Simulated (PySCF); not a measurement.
PySCF input (MN15/def2-TZVPD):

```python
from pyscf import gto, scf, dft

mol = gto.M(
    atom='''
    F     0.00000000    0.00000000    0.00000000
    ''',
    basis='def2-tzvpd',
    charge=-1,
    spin=0,
    verbose=4,
)

mf = dft.RKS(mol, xc='mn15').density_fit(auxbasis='def2-universal-jkfit')
mf.grids.level = 4
mf.conv_tol = 1e-9
mf.max_cycle = 100
mf.max_memory = 1500
mf.kernel()
if not mf.converged:
    mf = mf.newton()
    mf.kernel(mf.make_rdm1())
mf.analyze()
```

End of the output:

```
Extra cycle  E= -99.8103023745901  delta_E= -1.42e-14  |g|= 5.77e-06  |ddm|= 6.54e-06
converged SCF energy = -99.8103023745901
**** SCF Summaries ****
Total Energy =                         -99.810302374590051
Nuclear Repulsion Energy =               0.000000000000000
One-electron Energy =                 -143.789079109061191
Two-electron Energy =                   43.978776734471140
Two-electron Coulomb Energy =           54.551123498484486
DFT Exchange-Correlation Energy =      -10.572346764013346
HOMO-LUMO gap [eV] =                    10.747049779074624
**** MO energy ****
MO #1   energy= -23.8367436994649  occ= 2
MO #2   energy= -0.733417363814659 occ= 2
MO #3   energy= -0.0423445350433009 occ= 2
MO #4   energy= -0.0423445350431835 occ= 2
MO #5   energy= -0.0423445350431447 occ= 2
MO #6   energy= 0.352602263005866  occ= 0
MO #7   energy= 0.352602263005905  occ= 0
MO #8   energy= 0.352602263005954  occ= 0
MO #9   energy= 0.374139462401653  occ= 0
MO #10  energy= 0.811201118187055  occ= 0
MO #11  energy= 0.811201118187076  occ= 0
MO #12  energy= 0.811201118187085  occ= 0
MO #13  energy= 0.81120111818711   occ= 0
MO #14  energy= 0.8112011181872    occ= 0
MO #15  energy= 1.06830435447673   occ= 0
MO #16  energy= 1.06830435447674   occ= 0
MO #17  energy= 1.06830435447679   occ= 0
MO #18  energy= 1.25277152771034   occ= 0
MO #19  energy= 2.65266034475464   occ= 0
MO #20  energy= 2.65266034475466   occ= 0
MO #21  energy= 2.65266034475471   occ= 0
MO #22  energy= 2.65266034475476   occ= 0
MO #23  energy= 2.65266034475476   occ= 0
MO #24  energy= 3.6491714012666    occ= 0
MO #25  energy= 3.64917140126666   occ= 0
MO #26  energy= 3.64917140126671   occ= 0
MO #27  energy= 4.25041310040222   occ= 0
MO #28  energy= 7.18409420887608   occ= 0
MO #29  energy= 7.1840942088761    occ= 0
MO #30  energy= 7.18409420887613   occ= 0
MO #31  energy= 7.18409420887615   occ= 0
MO #32  energy= 7.18409420887617   occ= 0
MO #33  energy= 7.1840942088762    occ= 0
MO #34  energy= 7.18409420887623   occ= 0
MO #35  energy= 8.67849187388397   occ= 0
MO #36  energy= 8.67849187388406   occ= 0
MO #37  energy= 8.67849187388408   occ= 0
MO #38  energy= 8.67849187388411   occ= 0
MO #39  energy= 8.67849187388413   occ= 0
MO #40  energy= 54.8592199799572   occ= 0
 ** Mulliken pop on meta-lowdin orthogonal AOs  **
 ** Mulliken pop  **
pop of  0 F 1s            1.99988
pop of  0 F 2s            1.99263
pop of  0 F 3s            0.00651
pop of  0 F 4s            0.00088
pop of  0 F 5s            0.00009
pop of  0 F 6s            0.00003
pop of  0 F 2px           1.96875
pop of  0 F 2py           1.96875
pop of  0 F 2pz           1.96875
pop of  0 F 3px           0.02738
pop of  0 F 3py           0.02738
pop of  0 F 3pz           0.02738
pop of  0 F 4px           0.00385
pop of  0 F 4py           0.00385
pop of  0 F 4pz           0.00385
pop of  0 F 5px           0.00002
pop of  0 F 5py           0.00002
pop of  0 F 5pz           0.00002
pop of  0 F 3dxy          0.00000
pop of  0 F 3dyz          0.00000
pop of  0 F 3dz^2         0.00000
pop of  0 F 3dxz          0.00000
pop of  0 F 3dx2-y2       0.00000
pop of  0 F 4dxy          0.00000
pop of  0 F 4dyz          0.00000
pop of  0 F 4dz^2         0.00000
pop of  0 F 4dxz          0.00000
pop of  0 F 4dx2-y2       0.00000
pop of  0 F 5dxy          0.00000
pop of  0 F 5dyz          0.00000
pop of  0 F 5dz^2         0.00000
pop of  0 F 5dxz          0.00000
pop of  0 F 5dx2-y2       0.00000
pop of  0 F 4f-3          0.00000
pop of  0 F 4f-2          0.00000
pop of  0 F 4f-1          0.00000
pop of  0 F 4f+0          0.00000
pop of  0 F 4f+1          0.00000
pop of  0 F 4f+2          0.00000
pop of  0 F 4f+3          0.00000
 ** Mulliken atomic charges  **
charge of    0F =     -1.00000

WARN: System has nonzero charge -1; the dipole moment is origin-dependent.
Location of origin: [0. 0. 0.]

Dipole moment(X, Y, Z, Debye):  0.00000,  0.00000, -0.00000
```
